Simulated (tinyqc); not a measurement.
Inside a calculation (part 1 of 2). Method: UKS/PBE in the sto-3g basis, for LiH+, spin multiplicity 2. Computed by tinyqc, a small Python program that keeps every step (integrals from PySCF). Settings: charge = 1, multiplicity = 2, basis = sto-3g, energy threshold = 1e-10, iteration cap = 87, orthogonalisation = canonical, start = highest core orbitals, DIIS depth = 0, method = UKS, functional = pbe,pbe, grid = [20, 14]. Command: `OMP_NUM_THREADS=1 python tinyqc.py 28381 28382 out.jsonl` (the two numbers bound the seeds that draw the settings). One thread of a shared host (Intel(R) Xeon(R) Processor @ 2.60GHz), about 2 s of CPU time with the checks. Later iterations appear only in the table of the cycle.

## One-electron integrals

Geometry (angstrom):
```
atom        x        y        z
Li    0.00000  0.00000  0.00000
H     0.00000  0.00000  1.49400
```

Basis sto-3g: exponents (1/bohr^2) and contraction coefficients of normalised primitives:
```
element  l (shell)  exponent  coefficient
Li           s (1)  16.11958      0.15433
Li           s (1)   2.93620      0.53533
Li           s (1)   0.79465      0.44463
Li           s (2)   0.63629     -0.09997
Li           s (2)   0.14786      0.39951
Li           s (2)   0.04809      0.70012
Li           p (3)   0.63629      0.15592
Li           p (3)   0.14786      0.60768
Li           p (3)   0.04809      0.39196
H            s (1)   3.42525      0.15433
H            s (1)   0.62391      0.53533
H            s (1)   0.16886      0.44463
```

Overlap, kinetic and nuclear-attraction integrals over the contracted functions; the nuclear repulsion is the sum of Za Zb / Rab.

nuclear repulsion = 1.0626048 hartree

overlap S, lower triangle:
```
          1Li 1s   1Li 2s  1Li 2px  1Li 2py  1Li 2pz    2H 1s
1Li 1s   1.00000
1Li 2s   0.24114  1.00000
1Li 2px  0.00000  0.00000  1.00000
1Li 2py  0.00000  0.00000  0.00000  1.00000
1Li 2pz  0.00000  0.00000  0.00000  0.00000  1.00000
2H 1s    0.08331  0.42176  0.00000  0.00000  0.53109  1.00000
```

kinetic energy T (hartree), lower triangle:
```
           1Li 1s   1Li 2s  1Li 2px  1Li 2py  1Li 2pz    2H 1s
1Li 1s    3.57679
1Li 2s   -0.02024  0.10216
1Li 2px   0.00000  0.00000  0.31968
1Li 2py   0.00000  0.00000  0.00000  0.31968
1Li 2pz   0.00000  0.00000  0.00000  0.00000  0.31968
2H 1s    -0.01715  0.04944  0.00000  0.00000  0.14556  0.76003
```

nuclear attraction V (hartree), lower triangle:
```
           1Li 1s    1Li 2s   1Li 2px   1Li 2py   1Li 2pz     2H 1s
1Li 1s   -8.33708
1Li 2s   -1.04974  -1.50981
1Li 2px   0.00000   0.00000  -1.46561
1Li 2py   0.00000   0.00000   0.00000  -1.46561
1Li 2pz  -0.01845  -0.12778   0.00000   0.00000  -1.56830
2H 1s    -0.36351  -0.81060   0.00000   0.00000  -1.03599  -2.28480
```

core Hamiltonian H = T + V (hartree), lower triangle:
```
           1Li 1s    1Li 2s   1Li 2px   1Li 2py   1Li 2pz     2H 1s
1Li 1s   -4.76030
1Li 2s   -1.06998  -1.40765
1Li 2px   0.00000   0.00000  -1.14593
1Li 2py   0.00000   0.00000   0.00000  -1.14593
1Li 2pz  -0.01845  -0.12778   0.00000   0.00000  -1.24861
2H 1s    -0.38067  -0.76116   0.00000   0.00000  -0.89043  -1.52477
```

## Two-electron integrals

Functions are numbered as in S; the eight-fold symmetry (ij|kl) = (ji|kl) = (kl|ij) leaves the list below.

Two-electron integrals (ij|kl) in chemists' order, unique and non-zero (hartree):
```
(11|11) 1.68040   (21|11) 0.26542   (21|21) 0.04994   (22|11) 0.39773
(22|21) 0.09286   (22|22) 0.29056   (31|31) 0.00898   (32|31) 0.01379
(32|32) 0.06418   (33|11) 0.39664   (33|21) 0.09288   (33|22) 0.29050
(33|33) 0.31295   (41|41) 0.00898   (42|41) 0.01379   (42|42) 0.06418
(43|43) 0.01687   (44|11) 0.39664   (44|21) 0.09288   (44|22) 0.29050
(44|33) 0.27921   (44|44) 0.31295   (51|51) 0.00898   (52|51) 0.01379
(52|52) 0.06418   (53|53) 0.01687   (54|54) 0.01687   (55|11) 0.39664
(55|21) 0.09288   (55|22) 0.29050   (55|33) 0.27921   (55|44) 0.27921
(55|55) 0.31295   (61|11) 0.08962   (61|21) 0.01693   (61|22) 0.03194
(61|33) 0.03156   (61|44) 0.03156   (61|51) 0.00200   (61|52) 0.00382
(61|55) 0.03271   (61|61) 0.00627   (62|11) 0.16802   (62|21) 0.03949
(62|22) 0.12588   (62|33) 0.11997   (62|44) 0.11997   (62|51) 0.00647
(62|52) 0.03567   (62|55) 0.13757   (62|61) 0.01587   (62|62) 0.08453
(63|31) 0.00357   (63|32) 0.01550   (63|53) 0.00584   (63|63) 0.00692
(64|41) 0.00357   (64|42) 0.01550   (64|54) 0.00584   (64|64) 0.00692
(65|11) 0.19647   (65|21) 0.04676   (65|22) 0.15507   (65|33) 0.14489
(65|44) 0.14489   (65|51) 0.01013   (65|52) 0.05454   (65|55) 0.17522
(65|61) 0.01974   (65|62) 0.11512   (65|65) 0.15993   (66|11) 0.35213
(66|21) 0.08434   (66|22) 0.29100   (66|33) 0.26628   (66|44) 0.26628
(66|51) 0.01707   (66|52) 0.10871   (66|55) 0.33993   (66|61) 0.03587
(66|62) 0.23877   (66|65) 0.33940   (66|66) 0.77461
```

## Orthogonalisation

S = U s U^T; canonical form X = U s^(-1/2), so that X^T S X = 1. Each column of U has its largest component positive (the first on a tie).

eigenvalues of S: 0.31817  0.79760  1.00000  1.00000  1.16530  1.71893

X:
```
                1         2         3        4         5        6
1Li 1s    0.13663   0.80908   0.00000  0.00000   0.59653  0.18255
1Li 2s   -0.81399  -0.62251   0.00000  0.00000   0.46394  0.36522
1Li 2px   0.00000   0.00000   0.76658  0.64215   0.00000  0.00000
1Li 2py   0.00000   0.00000  -0.64215  0.76658   0.00000  0.00000
1Li 2pz  -0.96414   0.42988   0.00000  0.00000  -0.51158  0.38279
2H 1s     1.23780  -0.16383   0.00000  0.00000  -0.15923  0.51819
```

Within a degenerate level the vectors are fixed only up to a rotation; this is one choice.

## Starting guess

The start is the highest orbitals of the core Hamiltonian (a deliberately bad start); D(s) = C_occ C_occ^T for each spin.

D(alpha) at the start, lower triangle:
```
           1Li 1s    1Li 2s  1Li 2px  1Li 2py   1Li 2pz    2H 1s
1Li 1s    0.03910
1Li 2s   -0.21926   1.33726
1Li 2px   0.00000   0.00000  0.00000
1Li 2py   0.00000   0.00000  0.00000  0.00000
1Li 2pz   0.00736   0.35441  0.00000  0.00000   1.45250
2H 1s     0.11463  -0.96938  0.00000  0.00000  -1.17640  1.32501
```

D(beta) at the start, lower triangle:
```
           1Li 1s    1Li 2s  1Li 2px  1Li 2py   1Li 2pz    2H 1s
1Li 1s    0.00473
1Li 2s   -0.04772   0.48116
1Li 2px   0.00000   0.00000  0.00000
1Li 2py   0.00000   0.00000  0.00000  0.00000
1Li 2pz  -0.07680   0.77443  0.00000  0.00000   1.24643
2H 1s     0.07801  -0.78662  0.00000  0.00000  -1.26606  1.28600
```

## Iteration 1: exchange-correlation on the grid

Becke grid with 20 radial and 14 angular points per atom, points of zero weight dropped. rho = sum D_ij phi_i phi_j; V_xc,ij = sum w v_xc phi_i phi_j plus the gradient terms; v_xc is d(rho eps)/d rho(s) for spin s at fixed gradient.

The 16 grid points with the largest w rho, of 547 (bohr, atomic units):
```
x                y         z         w  rho(alpha)  rho(beta)    eps_xc  v_xc(alpha)
0.00000    0.00000  -2.76797   4.79917     0.01426    0.00490  -0.24738     -0.33550
0.00000    0.00000  -3.59305   9.80695     0.00659    0.00235  -0.19841     -0.25738
0.00000    0.00000  -2.09015   2.23722     0.02330    0.00812  -0.28738     -0.39406
0.00000    0.00000  -4.59153  19.35999     0.00206    0.00070  -0.14523     -0.16700
-1.59809  -1.59809   1.59809   4.92881     0.00484    0.00441  -0.19341     -0.24827
1.59809   -1.59809   1.59809   4.92881     0.00484    0.00441  -0.19341     -0.24827
1.59809    1.59809   1.59809   4.92881     0.00484    0.00441  -0.19341     -0.24827
-1.59809   1.59809   1.59809   4.92881     0.00484    0.00441  -0.19341     -0.24827
0.00000    0.00000  -1.53941   0.97870     0.03082    0.01278  -0.31532     -0.43324
2.07445   -2.07445   2.07445   8.44848     0.00249    0.00230  -0.15995     -0.19994
-2.07445  -2.07445   2.07445   8.44848     0.00249    0.00230  -0.15995     -0.19994
2.07445    2.07445   2.07445   8.44848     0.00249    0.00230  -0.15995     -0.19994
-2.07445   2.07445   2.07445   8.44848     0.00249    0.00230  -0.15995     -0.19994
-1.59809  -1.59809  -1.59809   5.39907     0.00669    0.00062  -0.19739     -0.24826
-1.59809   1.59809  -1.59809   5.39907     0.00669    0.00062  -0.19739     -0.24826
1.59809   -1.59809  -1.59809   5.39907     0.00669    0.00062  -0.19739     -0.24826
```

electrons on the grid, sum of w rho = 3.12476

E_xc = sum of w rho eps_xc = -0.7486959 hartree

V_xc(alpha) (hartree), lower triangle:
```
           1Li 1s    1Li 2s   1Li 2px   1Li 2py   1Li 2pz     2H 1s
1Li 1s   -0.38918
1Li 2s   -0.07145  -0.23346
1Li 2px   0.00000   0.00000  -0.21912
1Li 2py   0.00000   0.00000   0.00000  -0.21912
1Li 2pz   0.00191   0.00582   0.00000   0.00000  -0.26025
2H 1s    -0.02524  -0.12081   0.00000   0.00000  -0.15893  -0.41141
```

V_xc(beta) (hartree), lower triangle:
```
           1Li 1s    1Li 2s   1Li 2px   1Li 2py   1Li 2pz     2H 1s
1Li 1s   -0.26981
1Li 2s   -0.06424  -0.20998
1Li 2px   0.00000   0.00000  -0.19919
1Li 2py   0.00000   0.00000   0.00000  -0.19919
1Li 2pz   0.00266  -0.01490   0.00000   0.00000  -0.23186
2H 1s    -0.02266  -0.11841   0.00000   0.00000  -0.15699  -0.40484
```

## Iteration 1: building the Kohn-Sham matrix

J_ij = sum D_kl (ij|kl) with D = D(alpha) + D(beta); F = H + J + V_xc; E = tr D H + tr D J / 2 + E_xc + E_nn.

Coulomb J (hartree), lower triangle:
```
          1Li 1s   1Li 2s  1Li 2px  1Li 2py  1Li 2pz    2H 1s
1Li 1s   1.12981
1Li 2s   0.26415  0.85277
1Li 2px  0.00000  0.00000  0.82788
1Li 2py  0.00000  0.00000  0.00000  0.82788
1Li 2pz  0.00300  0.03660  0.00000  0.00000  0.90176
2H 1s    0.09350  0.43645  0.00000  0.00000  0.56848  1.19992
```

F(alpha) (hartree), lower triangle:
```
           1Li 1s    1Li 2s   1Li 2px   1Li 2py   1Li 2pz     2H 1s
1Li 1s   -4.01966
1Li 2s   -0.87729  -0.78834
1Li 2px   0.00000   0.00000  -0.53717
1Li 2py   0.00000   0.00000   0.00000  -0.53717
1Li 2pz  -0.01354  -0.08536   0.00000   0.00000  -0.60710
2H 1s    -0.31240  -0.44551   0.00000   0.00000  -0.48088  -0.73626
```

F(beta) (hartree), lower triangle:
```
           1Li 1s    1Li 2s   1Li 2px   1Li 2py   1Li 2pz     2H 1s
1Li 1s   -3.90030
1Li 2s   -0.87007  -0.76487
1Li 2px   0.00000   0.00000  -0.51724
1Li 2py   0.00000   0.00000   0.00000  -0.51724
1Li 2pz  -0.01279  -0.10608   0.00000   0.00000  -0.57871
2H 1s    -0.30983  -0.44312   0.00000   0.00000  -0.47894  -0.72969
```

total energy of this density = -1.2268026 hartree

## Iteration 1: diagonalisation and new density

Diagonalise F' = X^T F X, C = X C', fill 2 alpha and 1 beta electrons from the bottom; D(s) = C_occ C_occ^T. Each column has its largest component positive (the first on a tie).

F' = X^T F X (alpha) (hartree), lower triangle:
```
          1         2         3         4         5         6
1  -0.28520
2  -0.15593  -2.08908
3   0.00000   0.00000  -0.53717
4   0.00000   0.00000   0.00000  -0.53717
5  -0.10926  -1.59056   0.00000   0.00000  -2.16759
6  -0.06296  -0.63793   0.00000   0.00000  -0.67003  -1.08700
```

orbital energies (alpha) (hartree): MO1 -4.02238, MO2 -0.79489, MO3 -0.54158, MO4 -0.53717, MO5 -0.53717, MO6 -0.27003

coefficients C (alpha):
```
              MO1       MO2       MO3      MO4       MO5       MO6
1Li 1s    1.00659  -0.13140  -0.16744  0.00000   0.00000   0.06263
1Li 2s   -0.03032   0.40718   0.85440  0.00000   0.00000  -0.70853
1Li 2px   0.00000   0.00000   0.00000  0.60231   0.79826   0.00000
1Li 2py   0.00000   0.00000   0.00000  0.79826  -0.60231   0.00000
1Li 2pz   0.00134   0.35318  -0.54652  0.00000   0.00000  -1.04842
2H 1s     0.00391   0.56781  -0.18037  0.00000   0.00000   1.22389
```

F' = X^T F X (beta) (hartree), lower triangle:
```
          1         2         3         4         5         6
1  -0.27387
2  -0.15270  -1.99255
3   0.00000   0.00000  -0.51724
4   0.00000   0.00000   0.00000  -0.51724
5  -0.09598  -1.55712   0.00000   0.00000  -2.09963
6  -0.05949  -0.61784   0.00000   0.00000  -0.65615  -1.07653
```

orbital energies (beta) (hartree): MO1 -3.90196, MO2 -0.78855, MO3 -0.51724, MO4 -0.51724, MO5 -0.49576, MO6 -0.25632

coefficients C (beta):
```
              MO1       MO2      MO3       MO4       MO5       MO6
1Li 1s    1.00525  -0.13403  0.00000   0.00000  -0.17603   0.05452
1Li 2s   -0.02402   0.40304  0.00000   0.00000   0.89300  -0.66201
1Li 2px   0.00000   0.00000  0.68547   0.72810   0.00000   0.00000
1Li 2py   0.00000   0.00000  0.72810  -0.68547   0.00000   0.00000
1Li 2pz   0.00139   0.35815  0.00000   0.00000  -0.48859  -1.07500
2H 1s     0.00357   0.56705  0.00000   0.00000  -0.24089   1.21379
```

D(alpha) after iteration 1, lower triangle:
```
           1Li 1s   1Li 2s  1Li 2px  1Li 2py  1Li 2pz    2H 1s
1Li 1s    1.03048
1Li 2s   -0.08402  0.16671
1Li 2px   0.00000  0.00000  0.00000
1Li 2py   0.00000  0.00000  0.00000  0.00000
1Li 2pz  -0.04506  0.14377  0.00000  0.00000  0.12474
2H 1s    -0.07068  0.23108  0.00000  0.00000  0.20055  0.32242
```

D(beta) after iteration 1, lower triangle:
```
           1Li 1s    1Li 2s  1Li 2px  1Li 2py  1Li 2pz    2H 1s
1Li 1s    1.01052
1Li 2s   -0.02415   0.00058
1Li 2px   0.00000   0.00000  0.00000
1Li 2py   0.00000   0.00000  0.00000  0.00000
1Li 2pz   0.00140  -0.00003  0.00000  0.00000  0.00000
2H 1s     0.00359  -0.00009  0.00000  0.00000  0.00000  0.00001
```

Within a degenerate level the vectors are fixed only up to a rotation; this is one choice.

## Iteration 2: exchange-correlation on the grid

As before.

The 16 grid points with the largest w rho, of 547 (bohr, atomic units):
```
x                y         z        w  rho(alpha)  rho(beta)    eps_xc  v_xc(alpha)
-0.28456   0.28456  -0.28456  0.05143     0.43879    0.43371  -0.82626     -0.93447
0.28456    0.28456  -0.28456  0.05143     0.43879    0.43371  -0.82626     -0.93447
-0.28456  -0.28456  -0.28456  0.05143     0.43879    0.43371  -0.82626     -0.93447
0.28456   -0.28456  -0.28456  0.05143     0.43879    0.43371  -0.82626     -0.93447
-0.28456  -0.28456   0.28456  0.05143     0.43491    0.43398  -0.82543     -0.93154
0.28456   -0.28456   0.28456  0.05143     0.43491    0.43398  -0.82543     -0.93154
-0.28456   0.28456   0.28456  0.05143     0.43491    0.43398  -0.82543     -0.93154
0.28456    0.28456   0.28456  0.05143     0.43491    0.43398  -0.82543     -0.93154
0.00000    0.00000  -0.49288  0.04571     0.44116    0.43362  -0.82659     -0.93657
0.49288    0.00000   0.00000  0.04571     0.43634    0.43384  -0.82584     -0.93245
0.00000    0.49288   0.00000  0.04571     0.43634    0.43384  -0.82584     -0.93245
-0.49288   0.00000   0.00000  0.04571     0.43634    0.43384  -0.82584     -0.93245
0.00000   -0.49288   0.00000  0.04571     0.43634    0.43384  -0.82584     -0.93245
0.00000    0.00000   0.49288  0.04571     0.43468    0.43411  -0.82511     -0.93183
-0.43569  -0.43569   0.43569  0.16154     0.11050    0.10930  -0.58754     -0.58476
0.43569    0.43569   0.43569  0.16154     0.11050    0.10930  -0.58754     -0.58476
```

electrons on the grid, sum of w rho = 2.99364

E_xc = sum of w rho eps_xc = -1.9697531 hartree

V_xc(alpha) (hartree), lower triangle:
```
           1Li 1s    1Li 2s   1Li 2px   1Li 2py   1Li 2pz     2H 1s
1Li 1s   -1.08909
1Li 2s   -0.13996  -0.15948
1Li 2px   0.00000   0.00000  -0.14375
1Li 2py   0.00000   0.00000   0.00000  -0.14375
1Li 2pz  -0.00399  -0.06553   0.00000   0.00000  -0.18602
2H 1s    -0.04976  -0.13097   0.00000   0.00000  -0.17996  -0.43101
```

V_xc(beta) (hartree), lower triangle:
```
           1Li 1s    1Li 2s   1Li 2px   1Li 2py  1Li 2pz    2H 1s
1Li 1s   -1.08452
1Li 2s   -0.13695  -0.04402
1Li 2px   0.00000   0.00000  -0.07139
1Li 2py   0.00000   0.00000   0.00000  -0.07139
1Li 2pz  -0.00142   0.05472   0.00000   0.00000  0.01534
2H 1s    -0.04631   0.13957   0.00000   0.00000  0.25632  0.88207
```

## Iteration 2: building the Kohn-Sham matrix

As before.

Coulomb J (hartree), lower triangle:
```
          1Li 1s   1Li 2s  1Li 2px  1Li 2py  1Li 2pz    2H 1s
1Li 1s   3.74623
1Li 2s   0.61996  1.08642
1Li 2px  0.00000  0.00000  1.06805
1Li 2py  0.00000  0.00000  0.00000  1.06805
1Li 2pz  0.01547  0.09014  0.00000  0.00000  1.11614
2H 1s    0.21557  0.54238  0.00000  0.00000  0.67759  1.31269
```

F(alpha) (hartree), lower triangle:
```
           1Li 1s    1Li 2s   1Li 2px   1Li 2py   1Li 2pz     2H 1s
1Li 1s   -2.10315
1Li 2s   -0.58998  -0.48071
1Li 2px   0.00000   0.00000  -0.22163
1Li 2py   0.00000   0.00000   0.00000  -0.22163
1Li 2pz  -0.00698  -0.10317   0.00000   0.00000  -0.31849
2H 1s    -0.21486  -0.34975   0.00000   0.00000  -0.39281  -0.64309
```

F(beta) (hartree), lower triangle:
```
           1Li 1s    1Li 2s   1Li 2px   1Li 2py   1Li 2pz    2H 1s
1Li 1s   -2.09858
1Li 2s   -0.58696  -0.36525
1Li 2px   0.00000   0.00000  -0.14928
1Li 2py   0.00000   0.00000   0.00000  -0.14928
1Li 2pz  -0.00440   0.01708   0.00000   0.00000  -0.11713
2H 1s    -0.21141  -0.07921   0.00000   0.00000   0.04348  0.66999
```

total energy of this density = -7.5801070 hartree

## Iteration 2: diagonalisation and new density

As before.

F' = X^T F X (alpha) (hartree), lower triangle:
```
          1         2         3         4         5         6
1  -0.09833
2  -0.05429  -0.95352
3   0.00000   0.00000  -0.22163
4   0.00000   0.00000   0.00000  -0.22163
5   0.02483  -0.84310   0.00000   0.00000  -1.19635
6  -0.14115  -0.31353   0.00000   0.00000  -0.36938  -0.79091
```

orbital energies (alpha) (hartree): MO1 -2.10740, MO2 -0.64186, MO3 -0.24148, MO4 -0.22163, MO5 -0.22163, MO6 -0.04837

coefficients C (alpha):
```
             MO1       MO2       MO3      MO4       MO5       MO6
1Li 1s   0.98671  -0.13760  -0.25637  0.00000   0.00000  -0.06473
1Li 2s   0.04748   0.15071   1.01092  0.00000   0.00000   0.59314
1Li 2px  0.00000   0.00000   0.00000  0.51656   0.85625   0.00000
1Li 2py  0.00000   0.00000   0.00000  0.85625  -0.51656   0.00000
1Li 2pz  0.00367   0.17866  -0.30528  0.00000   0.00000   1.18215
2H 1s    0.00717   0.83181  -0.29859  0.00000   0.00000  -1.03525
```

F' = X^T F X (beta) (hartree), lower triangle:
```
          1         2         3         4         5         6
1   0.77932
2  -0.18697  -0.90613
3   0.00000   0.00000  -0.14928
4   0.00000   0.00000   0.00000  -0.14928
5  -0.20092  -0.81021   0.00000   0.00000  -1.11042
6   0.51009  -0.45797   0.00000   0.00000  -0.58891  -0.08275
```

orbital energies (beta) (hartree): MO1 -2.10228, MO2 -0.21910, MO3 -0.14928, MO4 -0.14928, MO5 -0.13030, MO6 1.13170

coefficients C (beta):
```
              MO1       MO2      MO3       MO4       MO5       MO6
1Li 1s    0.98800  -0.29095  0.00000   0.00000  -0.03928   0.01007
1Li 2s    0.04630   1.04718  0.00000   0.00000   0.18654  -0.51498
1Li 2px   0.00000   0.00000  0.68794   0.72576   0.00000   0.00000
1Li 2py   0.00000   0.00000  0.72576  -0.68794   0.00000   0.00000
1Li 2pz   0.00281  -0.08983  0.00000   0.00000   1.06872  -0.61022
2H 1s    -0.00174  -0.06261  0.00000   0.00000  -0.15466   1.35093
```

D(alpha) after iteration 2, lower triangle:
```
           1Li 1s   1Li 2s  1Li 2px  1Li 2py  1Li 2pz    2H 1s
1Li 1s    0.99253
1Li 2s    0.02611  0.02497
1Li 2px   0.00000  0.00000  0.00000
1Li 2py   0.00000  0.00000  0.00000  0.00000
1Li 2pz  -0.02096  0.02710  0.00000  0.00000  0.03193
2H 1s    -0.10738  0.12570  0.00000  0.00000  0.14864  0.69196
```

D(beta) after iteration 2, lower triangle:
```
           1Li 1s    1Li 2s  1Li 2px  1Li 2py  1Li 2pz    2H 1s
1Li 1s    0.97614
1Li 2s    0.04574   0.00214
1Li 2px   0.00000   0.00000  0.00000
1Li 2py   0.00000   0.00000  0.00000  0.00000
1Li 2pz   0.00277   0.00013  0.00000  0.00000  0.00001
2H 1s    -0.00172  -0.00008  0.00000  0.00000  0.00000  0.00000
```

Within a degenerate level the vectors are fixed only up to a rotation; this is one choice.
